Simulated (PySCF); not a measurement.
Molecule: difluoroacetylene (SMILES FC#CF).

Atoms are numbered as in `[F:1][C:2]#[C:3][F:4]`.

Geometry PBE0-D3(BJ)/def2-SVP throughout; GIAO in PySCF, gas phase, one conformer, non-relativistic; equivalent atoms averaged; functional PBE0.

Problem. How do the shifts δ (against CFCl3, TMS at the same level) depend on the basis set? (ppm; last column core-seconds on shared hosts with different chips, so compare them loosely)

Solution. 
| basis set | functions | F1/F4 | C2/C3 | core-s |
| --- | --- | --- | --- | --- |
| STO-3G | 20 | -144.4 | 48.1 | 0.7 |
| 6-31G | 36 | -272.9 | 44.1 | 1.5 |
| pcSseg-0 | 36 | -282.1 | 58.3 | 2.6 |
| 6-31G* | 56 | -261.9 | 42.6 | 1.9 |
| def2-SVP | 56 | -257.1 | 45.6 | 1.9 |
| cc-pVDZ | 56 | -261.8 | 46.6 | 3.7 |
| pcSseg-1 | 68 | -282.0 | 51.9 | 1.6 |
| aug-cc-pVDZ | 92 | -266.0 | 48.1 | 5.6 |
| 6-311+G(2d,p) | 108 | -284.6 | 50.2 | 3.6 |
| cc-pVTZ | 120 | -275.5 | 50.6 | 7.6 |
| def2-TZVP | 124 | -285.2 | 49.5 | 4.3 |
| IGLO-III | 140 | -285.9 | 51.5 | 8.8 |
| pcSseg-2 | 144 | -285.3 | 52.1 | 3.3 |
| pcSseg-3 | 288 | -286.6 | 51.9 | 32 |

Problem. Which nucleus moves most, in ppm?

Solution. F1/F4 (fluorine bonded to C): from -286.6 ppm with pcSseg-3 to -144.4 ppm with STO-3G. The smallest spread is 15.7 ppm, at C2/C3.

Problem. Taking the largest basis, pcSseg-3 (288 functions), as the yardstick, rank the others by their worst heavy-atom deviation.

Solution. IGLO-III 0.7 ppm (140 functions), pcSseg-2 1.3 ppm (144 functions), 6-311+G(2d,p) 2.0 ppm (108 functions), def2-TZVP 2.5 ppm (124 functions), pcSseg-1 4.5 ppm (68 functions), pcSseg-0 6.4 ppm (36 functions), cc-pVTZ 11.1 ppm (120 functions), 6-31G 13.7 ppm (36 functions), aug-cc-pVDZ 20.6 ppm (92 functions), 6-31G* 24.7 ppm (56 functions), cc-pVDZ 24.8 ppm (56 functions), def2-SVP 29.5 ppm (56 functions), STO-3G 142.2 ppm (20 functions).

A small basis that lands close on one nucleus may do so by chance; judge by the trend and by all nuclei.
